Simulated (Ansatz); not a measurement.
One change: `[OH][AlH][Cl]` becomes `[OH][AlH][AlH2]`.

Ansatz, PBE0-D4/def2-TZVP geometries, multiplicity 1. Each molecule was computed in one conformer, which needn't be the lowest.

| property | `[OH][AlH][Cl]` |
| --- | --- |
| LUMO energy (PBE/def2-TZVPP) / eV | -1.53 |
| LUMO energy (B3LYP/def2-TZVPP) / eV | -0.98 |
| size of the dipole moment (B3LYP/def2-TZVPP) / D | 0.77 |
| size of the dipole moment (ωB97M-V/def2-TZVPP) / D | 0.78 |
| HOMO energy (ωB97M-V/def2-TZVPP) / eV | -11.38 |
| HOMO energy (PBE0/def2-TZVPP) / eV | -9.11 |

What does the change do to each property? (Estimate.)

Ansatz gave: 
| property | `[OH][AlH][AlH2]` | shift |
| --- | --- | --- |
| LUMO energy (PBE/def2-TZVPP) / eV | -2.85 | -1.32 |
| LUMO energy (B3LYP/def2-TZVPP) / eV | -2.25 | -1.27 |
| size of the dipole moment (B3LYP/def2-TZVPP) / D | 1.21 | 0.44 |
| size of the dipole moment (ωB97M-V/def2-TZVPP) / D | 1.23 | 0.45 |
| HOMO energy (ωB97M-V/def2-TZVPP) / eV | -8.85 | 2.53 |
| HOMO energy (PBE0/def2-TZVPP) / eV | -6.93 | 2.18 |

With PBE0 the HOMO rises by 2.18 eV and the LUMO falls by 1.32 eV, so the gap narrows by about 3.50 eV. PBE moves the HOMO by 1.79 eV and ωB97M-V by 2.53 eV. The zero-point energy changes by 30.0 kJ/mol with +6 modes. Dipoles are sizes alone; their direction can turn.

B3LYP here is the variant with VWN-RPA as its local correlation; programs differ in this.
